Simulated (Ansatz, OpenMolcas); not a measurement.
**BN (boron nitride): methods side by side**

BN has 2 atoms, charge 0, and is taken as a triplet. SMILES: `B#N`. The shape is that of a PBE0-D4/def2-TZVP optimisation.

```jsonl
{"atom": "B", "x (Å)": "0.0000", "y (Å)": "0.0000", "z (Å)": "-0.0235"}
{"atom": "N", "x (Å)": "0.0000", "y (Å)": "0.0000", "z (Å)": "1.2919"}
```

Quantity: the energy change with the B1–N2 bond stretched from 1.315 to 2.894 Å, in eV. The values are calculated.

```tsv
level	kind	program	value (eV)	CPU time (all runs)
UHF/cc-pVTZ	Hartree–Fock	Ansatz	2.30	3.8 s
UPBE/cc-pVTZ	GGA	OpenMolcas	4.77	27 s
U-r2SCAN/cc-pVTZ	meta-GGA	OpenMolcas	4.59	70 s
UM06-2X/cc-pVTZ	hybrid meta-GGA	OpenMolcas	4.43	2.9 min
U-wB97M-V/cc-pVTZ	range-separated hybrid	Ansatz	4.40	36 s
UCAM-B3LYP/cc-pVTZ	range-separated hybrid	Ansatz	4.49	6.3 s
UPBE-QIDH/cc-pVTZ	double hybrid	Ansatz	4.37	8.4 s
RPA@PBE/cc-pVTZ	RPA	Ansatz	4.04	14 s
UBCCD(T)/cc-pVTZ	coupled cluster or CI	Ansatz	4.18	13 s
```

The first shape isn't each level's own minimum. The values span 2.30 to 4.77 eV. Spin contamination of the reference (⟨S²⟩ at least 0.1 too high) touches UHF/cc-pVTZ, UPBE/cc-pVTZ, U-r2SCAN/cc-pVTZ, UM06-2X/cc-pVTZ, U-wB97M-V/cc-pVTZ, UCAM-B3LYP/cc-pVTZ, UPBE-QIDH/cc-pVTZ, RPA@PBE/cc-pVTZ, UBCCD(T)/cc-pVTZ. CPU times are rough (shared hosts, several kinds of processor and program).
